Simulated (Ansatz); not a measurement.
Total energies of Si3⁻ (the lowest doublet isomer of a short search) from Ansatz at PBE-D4/def2-TZVPD, gas phase (1 Eh = 27.2114 eV = 2625.5 kJ/mol). The reference geometry is relaxed at PBE-D4/def2-TZVPD.

Cartesian coordinates in Å:
```
Si 0.8444 -0.7736 -0.7590
Si -0.8775 0.9305 -0.5015
Si 0.0331 -0.1569 1.2605
```

| state | geometry | energy (Eh) |
| --- | --- | --- |
| charge -1 doublet | reference | -868.04520 |
| charge 0 triplet | reference | -867.96260 |
| charge -1 quartet | relaxed at PBE-D4/def2-TZVPD | -867.99366 |

Question: Work out the vertical ionisation energy to the triplet.

Answer: E(charge 0 triplet) − E(charge -1 doublet) = -867.96260 − (-868.04520) = 0.08260 Eh = 2.25 eV. For comparison, −ε of the highest occupied level of the spin that leaves is -0.21 eV at this level, 2.46 eV less.

Question: Which of the charge -1 states is lowest, and how far above it are the others?

Answer: The doublet. quartet: -867.99366 − (-868.04520) = 0.05154 Eh = 135.3 kJ/mol.

At PBE-D4/def2-TZVPD the highest occupied level of the charge -1 doublet lies above zero (up to 0.21 eV). By energy differences its removal costs 2.25 eV (vertical, to the charge 0 triplet, at PBE-D4/def2-TZVPD); a positive level beside a positive removal energy at the same level points to self-interaction error. At PBE-D4/def2-TZVPD the highest occupied level of the charge -1 quartet lies above zero (up to 1.40 eV). It is a level of α spin, whose loss leaves a triplet; that state wasn't run at this geometry and level. The electron is either unbound and held by the finite basis, or the level is raised by self-interaction error. 

The structure comes from a short search, and lower isomers may exist.
